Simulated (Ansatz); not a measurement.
B(CO)H3 (CH3BO). The state is a triplet with charge 0. Geometry PBE-D4/def2-TZVP, that of the neutral singlet; atoms count from 1.

```tsv
atom	x (Å)	y (Å)	z (Å)
B1	-0.0278	0.4014	-0.3483
C2	0.0548	-0.7408	0.6271
O3	0.1135	-1.6011	1.3782
H4	-1.1698	0.8110	-0.2543
H5	0.2265	-0.0739	-1.4380
H6	0.8028	1.2035	0.0353
```

At PBE0-D4/def2-TZVP a singlet of charge 0 lies 6.05 eV below the triplet at the same geometry.

(1) Estimate the Mulliken populations from the PBE0/def2-TZVP orbitals of Ansatz.

(2) Where does the spin sit?

(3) And the Mayer bond orders between heavy atoms (over 0.3)?

Answers

(1) 
| atom | charge (e) | spin (α − β) |
| --- | --- | --- |
| B1 | -0.36 | 0.28 |
| C2 | 0.07 | 0.61 |
| O3 | -0.09 | 0.40 |
| H4 | 0.20 | 0.48 |
| H5 | 0.10 | 0.15 |
| H6 | 0.08 | 0.08 |
Mulliken values depend strongly on the basis.

(2) Summed by element: B 0.28, C 0.61, O 0.40, H 0.71, of 2 unpaired in all. Largest on single atoms: C2 0.61, H4 0.48, O3 0.40.

(3) B1–C2 1.28 (1.50 Å); C2–O3 2.06 (1.14 Å).
